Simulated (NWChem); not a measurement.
System: trimethylamine (C₃H₉N); SMILES CN(C)C

The following NWChem deck was run.

```
start job
memory heap 200 mb stack 900 mb global 1100 mb
geometry units angstroms
  C      0.346088    -1.345499     0.058669
  N      0.000000     0.000000    -0.351683
  C      0.992193     0.972471     0.058669
  C     -1.338281     0.373029     0.058669
  H      0.380859    -1.479574     1.176001
  H      1.343344    -1.622772    -0.341066
  H     -0.393889    -2.069478    -0.340669
  H      1.090919     1.069620     1.176001
  H      0.733690     1.974756    -0.341066
  H      1.989165     0.693621    -0.340669
  H     -1.471778     0.409954     1.176001
  H     -1.595276     1.375857    -0.340669
  H     -2.077033    -0.351984    -0.341066
end
basis spherical
  * library 6-31g*
end
dft
  xc hfexch
  iterations 150
end
driver
  maxiter 120
end
task dft optimize
task dft freq
```

The level has its own optimisation; frequencies are unscaled.

Question: Predict the main results of this run. (Hartree-Fock/6-31G* (spherical d).) Quantities: basis functions; r C–N (Å); highest harmonic frequency (cm⁻¹); lowest (cm⁻¹); zero-point energy (kcal/mol); dipole (D).

Answer: 
```json
{
 "number_of_basis_functions": "74",
 "r C–N (Å)": "1.445",
 "highest harmonic frequency (cm⁻¹)": "3281",
 "lowest (cm⁻¹)": "260",
 "zero-point energy (kcal/mol)": "81.2",
 "dipole (D)": "0.74"
}
```
